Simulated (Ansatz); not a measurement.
Property card for SiO2

The calculation used DFT LDA, scalar-relativistic, plane waves, PAW (Ansatz 0.2.0).

Settings: cutoff 420 eV, Γ-centred mesh 4×4×4 on the computed 24-atom cell, Gaussian smearing of 0.02 eV; no spin polarisation.

The structure is relaxed at this level of theory with its symmetry kept. This form isn't the usual stable structure of the compound.

```cif
data_structure
_symmetry_space_group_name_H-M 'Cmce'
_symmetry_Int_Tables_number 64
_cell_length_a 9.0385
_cell_length_b 10.1165
_cell_length_c 8.9248
_cell_angle_alpha 90.000
_cell_angle_beta 90.000
_cell_angle_gamma 90.000
_cell_volume 816.07
loop_
_atom_site_label
_atom_site_type_symbol
_atom_site_symmetry_multiplicity
_atom_site_Wyckoff_symbol
_atom_site_fract_x
_atom_site_fract_y
_atom_site_fract_z
_atom_site_occupancy
Si1 Si 16 g 0.16976 0.86470 0.90783 1
O1 O 8 d 0.82193 0.00000 0.00000 1
O2 O 8 e 0.75000 0.11468 0.25000 1
O3 O 8 f 0.50000 0.17593 0.37995 1
O4 O 8 c 0.25000 0.25000 0.00000 1
```

Formation energy from the elements' standard states (uncorrected)?

-3.099 eV/atom.

Kohn–Sham band gap?

5.38 eV, direct at Γ.

Löwdin character of the top 1 eV of the valence band?

O 2p 97 %.

Electron masses at the edge by Cartesian direction of the standard setting (m_e; degenerate bands sorted by energy; no spin-orbit coupling)?

x: 0.61; y: 0.61; z: 0.61.

Hole masses at the edge by Cartesian direction of the standard setting (m_e; degenerate bands sorted by energy; no spin-orbit coupling)?

x: 0.93; y: 10; z: 2.4.

Cost: 11 runs of about 2 core-hours in all, on Intel Xeon Processor @ 2.50GHz (Skylake/Cascade Lake) (shared hosts).